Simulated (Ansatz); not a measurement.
Two structures of C2H7Al, closed shell, reached by relaxing down either side of one saddle point (PBE0-D4/def2-TZVP). Energies are electronic, without zero-point energy. Program: Ansatz 0.2.0. Basis: def2-TZVPP and def2-QZVPP. Cores are frozen in the correlated methods. Extrapolation: Hartree–Fock as exp(−7.88 √X), correlation as X^−2.97. First:

```xyz
10
angstrom
Al -1.6326 0.1414 0.4205
C 0.3146 0.3492 0.4344
C 1.0950 -0.3734 -0.6621
H 0.9334 -1.4542 -0.6272
H -2.3546 -0.7370 -0.6941
H -2.5128 0.8592 1.5357
H 0.5255 1.4275 0.4073
H 0.6686 0.0364 1.4266
H 2.1734 -0.2051 -0.5823
H 0.7895 -0.0439 -1.6588
```

Second:

```tsv
atom	x (Å)	y (Å)	z (Å)
Al1	-1.2420	-0.6249	0.1033
C2	0.6190	1.0364	0.0934
C3	1.1797	-0.1328	-0.2384
H4	-0.9678	-1.7445	-0.9993
H5	-2.1119	0.6419	-0.3246
H6	-1.1472	-1.0154	1.6442
H7	0.3464	1.7687	-0.6570
H8	0.4531	1.3109	1.1305
H9	1.4880	-0.8477	0.5181
H10	1.3828	-0.3926	-1.2703
```

Problem. Which bonds change from the first to the second?

Solution. C₂H₇Al ([CH3][CH2][AlH2]) → C₂H₄ (C=C) + AlH₃; bonds formed: Al1–H4; bonds broken: Al1–C2, C3–H4.

Problem. Give the saddle point's structure and its height above each. (An estimate is asked for; the value comes from the calculation.)

Solution. By the calculation: 1.390 eV above the first and 0.514 eV above the second (CCSD(T) at an estimated basis limit (MP2 extrapolated from triple and quadruple zeta, plus CCSD(T) − MP2 in triple zeta)).
Al1  (-1.220, -0.311, 0.202)
C2  (0.549, 0.909, 0.240)
C3  (0.972, -0.261, -0.380)
H4  (-0.298, -1.468, -0.555)
H5  (-2.203, 0.349, -0.849)
H6  (-1.498, -0.754, 1.697)
H7  (0.314, 1.780, -0.360)
H8  (0.766, 1.069, 1.289)
H9  (1.531, -1.007, 0.171)
H10  (1.087, -0.305, -1.456)
(Å)

No T1 diagnostic of these runs exceeds 0.016.

Such eliminations are a main way in which metal alkyl precursors decompose in metal-organic vapour deposition.

Labels in which every atom is bracketed show which atoms are joined, not bond orders.

For scale, one of the runs: CCSD(T)/def2-TZVPP, 202 basis functions, launched by `ansatz run in.yaml --threads 2 --pin off --events-out ev --progress --plain --max-ram 4352MiB`. Time: 39 s of wall clock on 2 CPU threads of an AMD EPYC 7R13; the host was shared. Peak host memory: 2.5 GiB.
